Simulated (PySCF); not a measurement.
TDDFT excited states: C2F3P

Species: C2F3P.
Structure used (GFN2-xTB), in Å, numbered top down from 1:
```
atom  x, y, z in Å
F1    -1.003   -0.957   -0.794
C2    -0.482    0.002   -0.002
F3    -0.993    1.171   -0.436
F4    -0.993   -0.202    1.228
C5     0.963   -0.003   -0.006
P6     2.512   -0.009   -0.011
```

Theory: TDDFT wB97X-D/def2-SVPD, vertical, gas phase, core orbitals frozen in the response (PySCF).

| state | E (eV) | ν̃ (cm⁻¹) | f | symmetry | main configurations (H = HOMO, L = LUMO) |
| --- | --- | --- | --- | --- | --- |
| S1 | 4.23 | 34160 | 0.0000 | – | H-1/H→L/L+1 (≥92%) |
| S2 | 4.61 | 37180 | 0.0001 | – | H-1/H→L/L+1 (≥77%) |
| S3 | 4.61 | 37180 | 0.0001 | – | H-1/H→L/L+1 (≥77%) |
| S4 | 7.24 | 58400 | 0.023 | E | H-2→L/L+1 (≥95%) |
| S5 | 7.24 | 58400 | 0.023 | E | H-2→L/L+1 (≥95%) |
| S6 | 7.74 | 62440 | 0.815 | A1 | H-1/H→L/L+1 (≥85%) |
| S7 | 8.59 | 69270 | 0.129 | E | H-1/H→L+2 (≥90%) |
| S8 | 8.59 | 69270 | 0.129 | E | H-1/H→L+2 (≥90%) |

Triplets (Tamm–Dancoff): T1 3.28 eV, H-1/H→L/L+1 (≥91%); T2 3.76 eV, H-1/H→L/L+1 (≥89%); T3 3.76 eV, H-1/H→L/L+1 (≥89%).

The lowest singlet lies at 4.23 eV (293 nm, ultraviolet) and is dark (f under 0.0005); its leading configuration is HOMO-1/HOMO→LUMO/LUMO+1 (≥92%). The strongest level in the table is S6 at 7.74 eV (160 nm, f = 0.815). S2/S3, S4/S5 and S7/S8 lie within about 0.01 eV of each other in each set; the point group C3v has degenerate representations, and within a degenerate level the listed configurations can mix freely. Löwdin shares by element: HOMO (one of a set within 0.03 eV) carbon 52%, phosphorus 41%; LUMO (one of a set within 0.03 eV) phosphorus 53%, carbon 40%. Of the 8 states listed, 5 reach f = 0.01 and 3 stay under 0.0005. The oscillator strengths of these states sum to 1.118; summed over the whole spectrum of an exact calculation they would give the number of electrons, 54 (Thomas–Reiche–Kuhn). Orbital energies (eV): HOMO-3 -14.05, HOMO-2 -12.95, HOMO-1 -10.84, HOMO -10.84, LUMO -0.73, LUMO+1 -0.73, LUMO+2 2.27. No computed singlet lies in the visible range (380 to 750 nm); the lowest, at 293 nm, stands 0.97 eV above its violet end (3.26 eV). Symmetry labels in C3v follow from the direction of the transition dipole and are given only for states with f of 0.002 or more. Orbitals of the list HOMO-3 to LUMO+2 that lie within 0.01 eV of each other are written together with a slash and their weights summed (≥ marks a lower bound); for degenerate orbitals outside that list single weights are arbitrary. Only the lowest 8 singlets were computed, as vertical energies without vibronic structure.

The run took 11 s wall on an Arm Neoverse V1 with one thread, on a shared host, and the process peaked at 0.53 GiB of memory.
